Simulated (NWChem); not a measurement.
**Correlation energy of formamide (CH$_{3}$NO)**

```xyz
6

N     -0.1982    -1.0835     0.0000
C     -0.3131     0.2775     0.0000
O      0.6186     1.0642     0.0000
H      0.7326    -1.5054     0.0000
H     -1.0184    -1.6888     0.0000
H     -1.3967     0.6003     0.0000
```
Charge 0, spin multiplicity 1.

The numbers come from NWChem runs, not from measurements. All single points use one geometry, from PBE/def2-SVP, a minimum by its harmonic frequencies. It is one conformer; others weren't searched.

Basis set: STO-3G. Each correlation energy counts from its own Hartree-Fock reference.

| method | correlation energy (mHa) | difference from CCSD(T) |
|---|---|---|
| MP2 | -161.9 | +34.5 |
| SCS-MP2 | -167.7 | +28.7 |
| CR-CCSD[T] | -196.3 | +0.1 |
| CR-CCSD(T) | -195.4 | +1.0 |
| CCSD | -190.5 | +5.9 |
| CCSD+T(CCSD) | -197.5 | -1.1 |
| CCSD(T) | -196.4 | 0.0 |
| CCSDT | -197.4 | -1.0 |

The values span 35.6 mHa, from CCSD+T(CCSD) (lowest) to MP2 (highest). 

The correlated methods keep 3 core orbitals frozen. Coupled-cluster values serve here as a point of comparison, not as the truth.
